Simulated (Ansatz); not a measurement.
# H₂S₃: small, medium and large basis sets

One table from this session's results is given with a row withheld; the runs are named, their logs left out.

The runs use Ansatz 0.2.0, Gaussian basis; one geometry, several basis sets.

Plan: PBE0-D4/def2-SVP; ωB97M-V/def2-SVP; PBE0-D4/def2-QZVPP; ωB97M-V/def2-QZVPP; the functionals' def2-TZVPP values are taken from earlier runs.

## Structure used throughout

All runs share one geometry, relaxed beforehand with PBE0-D4 in a triple-zeta def2 set.

SMILES `SSS`, 5 atoms, charge 0, spin multiplicity 1.

Atoms are counted from 1 here; the program's logs count them from 0.

Bond lengths: S1–S2 2.045 Å, S1–H4 1.348 Å, S2–S3 2.045 Å, S3–H5 1.348 Å. Angles: S2–S1–H4 98.3°, S1–S2–S3 107.8°, S2–S3–H5 98.3°.

Set-up of the first run:

The input, in.yaml:

```yaml
crystal:
  periodic: [false, false, false]
  atoms:
    - {symbol: S, position_ang: [-1.569736, -0.757232, 0.062424]}
    - {symbol: S, position_ang: [-0.374141, 0.754028, 0.747860]}
    - {symbol: S, position_ang: [1.543913, 0.048415, 0.827139]}
    - {symbol: H, position_ang: [-1.475770, -0.497348, -1.256497]}
    - {symbol: H, position_ang: [1.925533, 0.378436, -0.422428]}
basis:
  gaussian: {orbitals: def2-SVP}
hamiltonian: {xc: pbe0, dispersion: d4}
output: {orbitals: {seedname: orbitals}}
```

Launch:

```sh
$ ansatz run in.yaml --threads 2 --pin off --events-out ev --progress --plain --max-ram 4352MiB
```

Among the steps run: PBE0-D4 in def2-SVP; ωB97M-V in def2-SVP; PBE0-D4 in def2-QZVPP; ωB97M-V in def2-QZVPP.

One table of the session follows, with a row left open; its other results are not shown here.

| functional | basis | HOMO (eV) |
| --- | --- | --- |
| PBE0-D4 | def2-SVP | ? |
| PBE0-D4 | def2-TZVPP | -7.46 |
| PBE0-D4 | def2-QZVPP | -7.50 |
| ωB97M-V | def2-SVP | -9.48 |
| ωB97M-V | def2-TZVPP | -9.57 |
| ωB97M-V | def2-QZVPP | -9.63 |

Estimate the missing values for PBE0-D4, def2-SVP.

**Answer.** HOMO (eV): -7.40. In the column «HOMO (eV)» it is the highest.
